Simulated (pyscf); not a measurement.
H₃C–GaH–F + CH₃• -> [H₃C–Ga–F]• + CH₄ (hydrogen abstraction; doublet surface; Ga–H broken, C–H formed). PySCF, gas phase, ωB97X-D3(BJ)/def2-SVP geometries. Energies in kJ/mol from the separated reactants.

| level | barrier | reaction energy |
|---|---|---|
| ωB97X-D3(BJ)/def2-TZVP | 81.5 | -119.3 |
| PBE/def2-TZVP | 47.1 | -136.7 |
| r²SCAN/def2-TZVP | 65.3 | -116.9 |
| M06-2X/def2-TZVP | 63.5 | -135.2 |
| ωB97M-D3(BJ)/def2-TZVP | 81.5 | -126.6 |
| HF/def2-TZVP | 188.2 | -90.2 |

The functionals in the table span 34.4 kJ/mol in this barrier, from PBE to ωB97M-D3(BJ)/def2-TZVP. On the reactant side the descent ends in a bound adduct, 36.3 kJ/mol under the separated species and 117.8 kJ/mol under the saddle at ωB97X-D3(BJ)/def2-TZVP. At the saddle there is also a short C–Ga contact that neither side keeps. This saddle turned up in a search for another step; its sides and bond changes are read from the two ends of the descent. This is the saddle that the search found; another between the same sides may lie lower. The angle at the transferred H is 89°: a side-on saddle, likely not the lowest. Elements up to Kr have no core potential and no relativistic terms here.
